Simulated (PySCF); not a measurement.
# C5H12O (3-methyl-1-butanol): the cost of one run

The runs use PySCF 2.14.0, with density-fitted response routines of our own; the level of theory stands in each step. All values are computed, except where a source is named. Atoms are numbered from 0 throughout.

## 1. Starting geometry

18 atoms, charge 0, multiplicity 1; geometry from: MMFF94s. The atoms were then displaced at random by about 0.03 Å, so the start is not that level's minimum.

Bonds of the start (Å): C0–C1 1.55, C1–C2 1.56, C1–C3 1.64, C3–C4 1.46, C4–O5 1.43, C0–H6 1.12, C0–H7 1.11, C0–H8 0.99, C1–H9 1.06, C2–H10 1.05, C2–H11 1.13, C2–H12 1.11, C3–H13 1.15, C3–H14 1.09, C4–H15 1.02, C4–H16 1.14, O5–H17 0.96.

## 2. Geometry optimisation at PBE0-D3(BJ)/def2-SVP

The job: settings as JSON, then the geometry in Å.

```
{"job": {"xc": "PBE0", "basis": "def2-SVP", "d3": "d3bj", "grid": 1, "shake": 0.03, "kind": "geom"}, "charge": 0, "multiplicity": 1}
C     -1.341380    -1.475070     0.532540
C     -0.635900    -0.379090    -0.299770
C     -1.493430     0.916730    -0.437990
C      0.858070    -0.124980     0.337900
C      1.661630     0.756780    -0.501110
O      2.934370     0.876310     0.146540
H     -2.343510    -1.611980     0.055740
H     -1.538280    -1.029360     1.525800
H     -0.859400    -2.328060     0.638490
H     -0.480430    -0.780420    -1.271520
H     -2.457740     0.708090    -0.786290
H     -1.536750     1.410590     0.582970
H     -1.038710     1.667020    -1.118900
H      0.594250     0.295480     1.377870
H      1.249970    -1.128730     0.491210
H      1.804910     0.436620    -1.463550
H      1.275200     1.825380    -0.538800
H      3.290800    -0.018390     0.199930
```

Launch:

```console
> OMP_NUM_THREADS=1 python probes_run.py task.json out
```

This one command runs all jobs of the session in turn.

Q: Estimate the wall time and peak memory of this first job on 1 thread of Arm Neoverse V1, shared host.

About 70 s, with a peak of 0.57 GiB.
